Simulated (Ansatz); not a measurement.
Relaxation of Mg₂H₂ with RKS PBE-D4/def2-TZVP.

```sh
$ ansatz run in.yaml --threads 4 --pin off --events-out ev --progress --plain --max-ram 3916MiB
```

```yaml
crystal:
  periodic: [false, false, false]
  atoms:
    - {symbol: Mg, position_ang: [-1.318180, 0.156820, -0.009100]}
    - {symbol: Mg, position_ang: [1.310420, -0.210010, -0.069920]}
    - {symbol: H, position_ang: [-3.017330, 0.443210, 0.114260]}
    - {symbol: H, position_ang: [3.025090, -0.390020, -0.035240]}
basis:
  gaussian: {orbitals: def2-TZVP}
hamiltonian: {xc: pbe, dispersion: d4}
scf: {omitted_lower_state_checks: [starts]}
output: {orbitals: {seedname: orbitals}}
relax: {f_tol: 0.02, max_steps: 100}
```

It took 2.2 s on 4 threads of Arm Neoverse V1 on a shared host.

Positions (Å) and forces (eV/Å) at steps 1, 2, 3, 4, 5 of 5:

```xyz
4
step=1 energy=-10913.2020 eV
Mg   -1.318    0.157   -0.009   -0.886    0.129    0.036
Mg    1.310   -0.210   -0.070    0.863   -0.109   -0.011
H    -3.017    0.443    0.114   -0.081    0.004   -0.012
H     3.025   -0.390   -0.035    0.104   -0.024   -0.013
4
step=2 energy=-10913.2903 eV
Mg   -1.486    0.186    0.008    0.278   -0.030    0.006
Mg    1.479   -0.224   -0.065   -0.276    0.047    0.019
H    -3.196    0.461    0.107    0.011   -0.010   -0.013
H     3.203   -0.423   -0.050   -0.013   -0.007   -0.012
4
step=3 energy=-10913.2534 eV rejected
Mg   -1.347    0.168    0.007   -0.661    0.099    0.027
Mg    1.341   -0.203   -0.060    0.662   -0.084   -0.005
H    -3.060    0.441    0.101   -0.001   -0.008   -0.011
H     3.066   -0.406   -0.048   -0.001   -0.007   -0.011
4
step=4 energy=-10913.3069 eV
Mg   -1.420    0.191    0.028   -0.076    0.013    0.005
Mg    1.418   -0.201   -0.041    0.077   -0.009    0.001
H    -3.137    0.438    0.084    0.007   -0.003   -0.003
H     3.138   -0.429   -0.070   -0.008   -0.001   -0.003
4
step=5 energy=-10913.3077 eV
Mg   -1.429    0.196    0.033   -0.003    0.001    0.001
Mg    1.428   -0.198   -0.036    0.003    0.000    0.001
H    -3.146    0.436    0.078   -0.002    0.000   -0.001
H     3.146   -0.434   -0.076    0.002   -0.001   -0.001
```

The structure comes from a short search, and lower isomers may exist.
